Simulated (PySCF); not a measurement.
Gas-phase reaction: AlCl2 + NH2 = AlCl2NH2

Energies from PySCF (xtb for GFN2), thermal terms from the rigid-rotor harmonic-oscillator model, ideal gas at 1 bar. † marks an energy on the PBE0/def2-TZVP geometry and frequencies; other levels use their own. CCSD(T) freezes the core. Open shells (unrestricted): AlCl2 (multiplicity 2), NH2 (multiplicity 2); the rest are closed-shell singlets. GFN2 has no spin-polarisation term. AlCl2NH2: computed as isolated molecules; such fragments, hydroxides, amides, oligomers or adducts are transient or little studied in the gas. CCSD(T) isn't extrapolated to the basis-set limit; its ΔH°(298 K) is -431.6 kJ in def2-SVP and -443.0 kJ in def2-TZVPP. The harmonic model lacks anharmonicity and excited electronic states, which grow with temperature; levels with a mode under 35 cm⁻¹ are left out.

```tsv
level	ΔE electronic, kJ	ΔH°(298 K), kJ	ΔS°(298 K), J/K	ΔG°(2000 K), kJ
BLYP/def2-TZVP†	-426	-412	-162	-109
CCSD(T)/def2-TZVPP†	-457	-443	-162	-140
GFN2-xTB	-540	-528	-159	-233
HF/def2-TZVP†	-342	-328	-162	-25
PBE0/def2-QZVP†	-441	-426	-162	-123
r2SCAN/def2-TZVP†	-439	-425	-162	-121
LDA/def2-TZVP†	-513	-499	-162	-196
ωB97M-V/def2-TZVP†	-471	-457	-162	-154
```
ΔH° is lowest at GFN2-xTB and highest at HF/def2-TZVP†. No reference value is set beside these.
